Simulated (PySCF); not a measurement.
# 1-chloro-1,1-difluoroethane: calculation against experiment

**The experiment to reproduce.**

NIST CCCBDB Release 22 (SRD 101), experimental dipoles lists, for the gas: dipole moment (dielectric constant against temperature) 2.14 D.

The results are set against them at the end.

Compound: 1-chloro-1,1-difluoroethane, C₂H₃ClF₂.
Atom-mapped SMILES: `[CH3:1][C:2]([F:3])([F:4])[Cl:5]` (hydrogens: H6, H7, H8 on C1)

Cartesian coordinates in Å at the GFN2-xTB level; atoms count from 1:
```xyz
8
C2H3ClF2 angstrom
C     -0.8043   -0.1937   -0.0216
C      0.6474    0.2018    0.0801
F      1.1996   -0.2295    1.2302
F      0.7981    1.5400    0.0865
Cl     1.6190   -0.4539   -1.2757
H     -0.8872   -1.2764   -0.0030
H     -1.2212    0.1934   -0.9468
H     -1.3424    0.2279    0.8258
```

Runs made with PySCF (gas phase, on this GFN2-xTB geometry; no spin–orbit coupling):

```
                           level                                                                                                   job  basis functions  wall time
                   PBE0/pcSseg-1                                                               shieldings, charges and field gradients              107      6.3 s
              BLYP/6-311+G(2d,p)                                                               shieldings, charges and field gradients              161       15 s
             CAM-B3LYP/def2-SVPD  8 singlets by full TDDFT, 3 Tamm–Dancoff triplets, polarisability, density and orbital grids written              137       15 s
                  PBE0/def2-SVPD                                     6 singlets by full TDDFT, 2 Tamm–Dancoff triplets, polarisability              137      8.4 s
     PBE0/MINI, start guess vsap                                                           spin–spin couplings from 7 perturbed nuclei               32      2.8 s
KT2/pcSseg-1, start guess huckel                                                           spin–spin couplings from 7 perturbed nuclei              107       11 s
               PBE0/aug-pcSseg-1                                                           spin–spin couplings from 7 perturbed nuclei              164       20 s
```

Hardware: one thread, Arm Neoverse V1 (aarch64) (shared host).

All basis functions are spherical.

**Comparison with experiment**

**Dipole moment.** Measured: 2.14 D (NIST CCCBDB Release 22 (SRD 101), experimental dipoles).

```tsv
level	computed (D)	computed − measured (D)	% (from the printed values)
PBE0/pcSseg-1	2.33	+0.19	+9
BLYP/6-311+G(2d,p)	2.22	+0.08	+4
CAM-B3LYP/def2-SVPD	2.33	+0.19	+9
PBE0/def2-SVPD	2.31	+0.17	+8
PBE0/MINI	1.97	-0.17	-8
KT2/pcSseg-1	2.24	+0.10	+5
PBE0/aug-pcSseg-1	2.26	+0.12	+6
```

The computed dipoles belong to one fixed geometry; measured ones are averaged over vibrations unless marked μe. Magnitudes are compared, not signs.

No measured geometry was used, and the causes of the misses weren't examined.
